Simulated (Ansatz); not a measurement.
**AlH2O (doublet): wave-function methods side by side, def2-TZVPP**

An exercise on one series of results from a longer session: the logs are not shown, and one member is left open.

The runs use Ansatz 0.2.0, Gaussian basis; def2-TZVPP, core rule «outside noble gas», up to 6 orbitals frozen.

Plan: UHF; ROHF; CCSD(T) on UHF.

## The system

The geometry is a PBE0/def2-TZVP stationary point (not a proven minimum) of the parent state, kept for this charge and spin.

4 atoms, charge 0, spin multiplicity 2.

Atoms are counted from 1 here; the program's logs count them from 0.

Bond lengths: Al1–O2 1.747 Å, Al1–H3 1.777 Å, Al1–H4 1.777 Å. Angles: O2–Al1–H3 65.9°, O2–Al1–H4 65.9°, H3–Al1–H4 131.8°.

The first run:

Input file in.yaml:

```yaml
crystal:
  periodic: [false, false, false]
  atoms:
    - {symbol: Al, position_ang: [0.000000, 0.000000, 0.653528]}
    - {symbol: O, position_ang: [0.000000, 0.000000, -1.093006]}
    - {symbol: H, position_ang: [0.000000, -1.622098, -0.072304]}
    - {symbol: H, position_ang: [0.000000, 1.622098, -0.072304]}
basis:
  gaussian: {orbitals: def2-TZVPP}
magnetization: {spin_polarized: true, initial_magnetization: 1}
hamiltonian: {xc: hf}
output: {orbitals: {seedname: orbitals}}
```

The run is started by

```bash
$ ansatz run in.yaml --threads 1 --pin off --events-out ev --progress --plain --max-ram 4096MiB --backend cpu
```

Steps of the session up to this table: UHF; ROHF; CCSD(T) on UHF.

One table of the session follows, with a row left open; its other results are not shown here.

| method | from UCCSD(T) (kcal/mol) |
| --- | --- |
| ROHF | +220.49 |
| UHF | +213.83 |
| UMP2 | ? |
| UCCSD | +8.88 |
| UCCSD(T) | 0 |

Estimate the missing values for UMP2.

**Answer.** from UCCSD(T) (kcal/mol): +32.61. In the column «from UCCSD(T) (kcal/mol)» it lies between UCCSD (+8.88) and UHF (+213.83).

Caveats from the session: Warnings: spin contamination; coupled cluster took another determinant than the lowest.
